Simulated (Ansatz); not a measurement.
Compare A (`CC1(O)C=N1`) with its isomer B (`NC1(O)C=C1`).

Isolated molecules relaxed with PBE0-D4/def2-TZVP in Ansatz; ΔE leaves out vibrations. CBS: MP2 limit from def2 TZ/QZ plus the TZ coupled-cluster correction, frozen cores. Functionals use def2-TZVPP. B3LYP here is the variant with VWN-RPA as its local correlation; programs differ in this. One conformer a species, not always the lowest.

Task: Which isomer does CCSD(T)/CBS put lower? Give the gap. (Estimate.)

Result: The calculation gave: A, by 12.7 kcal/mol.

Task: Give E(B) − E(A) in kcal/mol with PBE-D4, B2PLYP, LDA (SPW92), B3LYP-D4, B3LYP, CCSD(T)/def2-SVP, CCSD(T)/def2-TZVPP. (Estimate.)

Result: Ansatz gave: PBE-D4 12.4, B2PLYP 13.5, LDA (SPW92) 9.0, B3LYP-D4 12.6, B3LYP 12.7, CCSD(T)/def2-SVP 16.3, CCSD(T)/def2-TZVPP 14.2. None reverses the order clearly.

Task: Does the order hold for the free energy at 298.15 K (harmonic terms from PBE0-D4)? (Estimate.)

Result: The calculation gave: Yes: G(B) − G(A) = +13.3 kcal/mol, for one conformer each.

Largest T1 diagnostic: 0.012.

At CCSD(T), def2-SVP lies +3.6 kcal/mol from the extrapolated value and def2-TZVPP +1.5 kcal/mol. From PBE to PBE0 (25 % exact exchange), in def2-TZVPP and without D4, E(B) − E(A) moves by −0.8 kcal/mol.
